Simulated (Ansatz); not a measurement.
System: HO (charge 0, doublet). 
Geometry from a B3LYP-D3(BJ)/def2-TZVP (Ansatz, a first-principles code) optimisation:
```xyz
2

O      0.0000     0.0000    -0.1085
H      0.0000     0.0000     0.8682
```
Charge 0, spin multiplicity 2.

Basis-set convergence of Hartree-Fock and CCSD(T) correlation energies (hartree) with Ansatz. Cores are frozen in the correlated levels unless marked. UHF or UKS for open shells. Spin-orbit coupling is left out. Non-relativistic.

| basis | functions | E(HF) | E(corr, CCSD(T)) |
|---|---|---|---|
| cc-pVDZ | 19 | -75.39364 | -0.16571 |
| cc-pVTZ | 44 | -75.41896 | -0.21873 |
| cc-pVQZ | 85 | -75.42557 | -0.23601 |
| cc-pV5Z | 146 | -75.42742 | -0.24215 |

Extrapolating the two largest sets (X = 4 and 5) as X^-3: E(corr) = (125·(-0.24215) - 64·(-0.23601))/61 = -0.2486 Eh, an estimate of the basis-set limit. The largest set recovers 97.4 % of it, the smallest 66.7 %.
